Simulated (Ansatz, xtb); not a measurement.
C2H2F2O: 3 structures ranked

3 gas-phase structures of C2H2F2O, from a drawn sample of its isomers (lower ones may exist). Each was relaxed with GFN2-xTB:

A. `FC1(F)CO1`, a singlet
B. `F[C@@H]1O[C@H]1F`, a singlet
C. `F[C@@H]1O[C@@H]1F`, a singlet

Q: Which do you expect lowest at r2SCAN-D4/def2-SVP, and how would the others follow?

A: Calculated order at r2SCAN-D4/def2-SVP: A (0.0), B (16.2), C (23.1) kJ/mol.

Energies above the lowest of each column, in kJ/mol; the last columns are at B3LYP-D3(BJ)/def2-SVP geometries:

```csv
structure,GFN2-xTB,HF/STO-3G,r2SCAN-D4/def2-SVP,B3LYP-D3(BJ)/def2-SVP,CCSD(T)/def2-SVP + ΔMP2/def2-TZVPP
A,0.0,0.0,0.0,0.0,0.0
B,11.6,20.1,16.2,15.7,12.9
C,25.5,23.4,23.1,23.3,20.3
```

Every level run on A puts it lowest or level with the lowest. ΔMP2 is the change of the MP2 energy from the smaller to the larger basis.

Programs: Ansatz 0.2.0, xtb 6.7.1.
